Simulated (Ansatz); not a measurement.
# Rhodium, fcc under PBE: structure, energy and stiffness

What does PBE give for rhodium in the fcc structure? We relax it, solve it on a dense k-mesh, switch on spin-orbit coupling, then scale the cell to 7 volumes from 88 to 112 % of the relaxed one and try a fit of the equation of state. The start is ferromagnetic. The k-meshes are 14×14×14 for the relaxation; 23×23×23 for the dense run; 14×14×14 for spin-orbit coupling; 23×23×23 for the volumes. It starts from a deposited cell (COD).

Computed with Ansatz 0.2.0 (DFT PBE, plane waves (420 eV) with PAW, scalar-relativistic, unless a step says otherwise).

### Step 1. The structure to begin with

It takes space group Fm-3m (No. 225, cubic). The conventional cell has a = 3.803 Å, b = 3.803 Å, c = 3.803 Å, α = 90.00°, β = 90.00°, γ = 90.00°. Rh (site symmetry m-3m) has 12 Rh at 2.69 Å as nearest neighbours.

Structure file:

```
Rh
1.0
     0.00000    1.90155    1.90155
     1.90155    0.00000    1.90155
     1.90155    1.90155    0.00000
Rh
1
Direct
  0.00000 0.00000 0.00000
```

Starting moments (μB): +1.

### Step 2. Relaxation of the cell

Contents of input.yaml:

```yaml
crystal:
  lattice:
    - [0.0, 1.90155, 1.90155]
    - [1.90155, 0.0, 1.90155]
    - [1.90155, 1.90155, 0.0]
  atoms:
    - { symbol: Rh, position: [0.0, 0.0, 0.0], spin: 1.0 }
hamiltonian:
  xc: pbe
  pseudopotentials:
    kind: paw
    azcp:
      Rh: "pseudopotentials/Rh.paw.azcp"
basis:
  ecutwfc: 420
  fft_grid_basis: typed
kpoints:
  mp_grid: { grid: [14, 14, 14], shift: [0, 0, 0] }
magnetization:
  spin_polarized: true
scf:
  occupations: { method: fermi_dirac, width: 0.05 }
relax:
  max_steps: 60
  f_tol: 0.01
  cell: {}
```

The runs that follow: Dense single point; A two-component run at the same geometry; Volume × 0.88; Volume × 0.92; Volume × 0.96; Volume × 1.0; Volume × 1.04; Volume × 1.08; Volume × 1.12.

Before running it: what results should come out? Wanted: space group; conventional cell; volume; shortest distance; gap on the mesh; magnetic state; V₀, B₀, B₀′.

The runs gave:

```
                      quantity                         value
space group (spins left aside)               Fm-3m (No. 225)
             conventional cell                   a = 3.830 Å
                        volume                14.050 Å³/atom
             shortest distance                       2.709 Å
   against the measured volume       +2.2 % (13.752 Å³/atom)
               gap on the mesh  none (levels filled in part)
                magnetic state                  non-magnetic
                   V₀, B₀, B₀′  14.042 Å³/atom, 257 GPa, 5.2
```

What this shows: Against experiment, PBE misses the volume by +2.2 %. Zero-point motion and any thermal expansion in the deposited cell, which the calculation lacks, would widen the miss. The moments die out: the run ends non-magnetic. No gap shows: it is a metal or semimetal at this level. The total energy of the spin-orbit run lies -1.8 eV/atom from the scalar one, but the two kinds of run don't share a zero of energy: only differences within one kind count. The fitted modulus is 257 GPa.
